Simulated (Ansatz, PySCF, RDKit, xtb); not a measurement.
**Solving SiNH6O+, step by step**

Task: start from the formula SiNH6O+ (charge +1), draw up candidate structures, narrow them down in stages, and characterise the one that lies lowest at 298.15 K.

The funnel: GFN2-xTB relaxations, single points with a density functional, relaxations at PBE0-D3(BJ)/pcseg-1, harmonic vibrations, and a last energy at a higher level. All values are calculated.

7 further runs of the same task are left out: 7 set aside as unsound or not needed.

### Step 1. Candidates

A program enumerates the bonding patterns with one Lewis structure each (two rings at most, one unusual centre or charged pair), with their diastereomers. O–O, O–halogen and N–halogen bonds and N–N–N chains are not drawn. That gives 9 candidates.

```
label               SMILES     spin
 c091   [NH3+][SiH-][OH2+]  singlet
 c097         N[OH+][SiH3]  singlet
 c153        N[SiH2][OH2+]  singlet
 c437        O[NH2+][SiH3]  singlet
 c495        [NH3+][SiH2]O  singlet
 c507   [NH3+][OH+][SiH2-]  singlet
 c730        [NH3+]O[SiH3]  singlet
 c751  [OH2+][NH2+][SiH2-]  singlet
 c820        [OH2+]N[SiH3]  singlet
```

Candidates are built by distance geometry, with a force field where one applies, in up to four conformers (letters a to d). 1 start with atoms placed at random is added, to find patterns that the rules miss.

Q: Predict the outcome of this search (final energies at CCSD(T)/def2-TZVP).

| quantity | value |
| --- | --- |
| lowest structure found | [NH3+][SiH2]O, singlet, Cs |
| next finalist | N[SiH2][OH2+], singlet, 20.3 kcal/mol higher in G |
| share at equilibrium, among the finalists | 100.0 % |
| harmonic wavenumbers, lowest and highest (PBE0-D3(BJ)/pcseg-1) | 86 and 3875 cm⁻¹ |
| rotational constants, same geometry | 0.5408, 0.2413, 0.1833 cm⁻¹ |
| HOMO energy (PBE0/def2-TZVPD) | -14.26 eV |
| LUMO energy (PBE0/def2-TZVPD) | -5.45 eV |
| HOMO–LUMO gap (PBE0/def2-TZVPD) | 8.81 eV |
| lowest excitation (TD-PBE0/def2-SVPD) | 7.35 eV (f = 0.009) |
| lowest triplet excitation, same level, Tamm-Dancoff | 6.88 eV |
| vertical ionisation energy | 16.74 eV |
| vertical recombination energy (electron added) | 3.89 eV |
| vertical triplet less singlet | +6.86 eV |

The lowest structure found is `[NH3+][SiH2]O`. The margin of 20.3 kcal/mol over the next finalist is beyond the usual error of the last level; it says nothing of structures that weren't ranked. PBE0-D3(BJ)/pcseg-1, HF/def2-TZVP and MP2/def2-TZVP already put its bonding pattern lowest among the structures in one piece. Lowest found is not proven lowest: the search is finite, and each finalist counts with one conformer. Patterns outside the rules of the enumeration were met only by chance.
